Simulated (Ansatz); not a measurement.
The input, for Ansatz 0.2.0:

```yaml
crystal:
  periodic: [false, false, false]
  atoms:
    - {symbol: Ga, position_ang: [0.000001, -0.343840, 1.074099]}
    - {symbol: C, position_ang: [0.000008, -0.097288, -0.797987]}
    - {symbol: P, position_ang: [-0.000001, -0.300567, -2.483454]}
    - {symbol: H, position_ang: [-0.000008, 0.741696, 2.207342]}
basis:
  gaussian: {orbitals: 6-31G, fitting: {mean_field: def2-universal-jkfit}}
magnetization: {spin_polarized: true, initial_magnetization: 5}
correlation: {method: ccsd_t, electrons: valence}
scf: {omitted_lower_state_checks: [cluster_reference]}
```

```sh
$ ansatz run in.yaml --threads 1 --pin off --events-out ev --progress --plain --max-ram 2393MiB
```

Output:

```
these checks for a lower state are left out or cut short: cluster_reference
487 factors; integrals over basis functions are off by at most 8.5e-2 eV
mean field evaluation 1: about -62634.8783 eV, gradient 9.1e0 eV
mean field evaluation 2: about -62636.0308 eV, gradient 3.8e0 eV
mean field evaluation 4: about -62636.4581 eV, gradient 1.2e0 eV
mean field evaluation 8: about -62636.5468 eV, gradient 4.1e-3 eV
mean field -62636.54682930 eV, -2301.8506394005 hartree, gradient 1.8e-6 eV, S^2 8.787725; 0 other end points of the search recorded, 0 dependent functions left out
15 core orbitals not correlated: weight in the atoms' cores, before any rotation towards them, 1.000 or more for the frozen orbitals, at most 0.000 for the correlated occupied ones
reference -62636.54682930 eV, -2301.8506394005 hartree; 14, 9 occupied and 24, 29 virtual orbitals, 487 factors
second order -7.08561790 eV of doubles, -0.00000000 eV of singles
cycle   1  -6.97283606 eV  change    1.1e-1 eV  update   7.8e-2
cycle   2  -7.33424042 eV  change   -3.6e-1 eV  update   3.4e-2
cycle   3  -7.38629922 eV  change   -5.2e-2 eV  update   1.8e-2
cycle   4  -7.38537430 eV  change    9.2e-4 eV  update   7.6e-3
cycle   5  -7.39147046 eV  change   -6.1e-3 eV  update   3.4e-3
cycle   6  -7.39180691 eV  change   -3.4e-4 eV  update   1.8e-3
cycle   7  -7.39125292 eV  change    5.5e-4 eV  update   9.9e-4
cycle   8  -7.39148614 eV  change   -2.3e-4 eV  update   6.1e-4
cycle   9  -7.39154831 eV  change   -6.2e-5 eV  update   3.5e-4
cycle  10  -7.39149630 eV  change    5.2e-5 eV  update   1.6e-4
cycle  11  -7.39156416 eV  change   -6.8e-5 eV  update   6.8e-5
cycle  12  -7.39153334 eV  change    3.1e-5 eV  update   2.9e-5
cycle  13  -7.39153611 eV  change   -2.8e-6 eV  update   1.3e-5
perturbative correction -0.12417726 eV, -0.0045634300 hartree
Total energy: -62644.06254266 eV, -2302.1268367722 hartree
Checks for a lower state left out: cluster_reference
```

Ran on 1 thread of Arm Neoverse V2, shared host: 1.8 s wall, 0.13 GiB peak host memory.
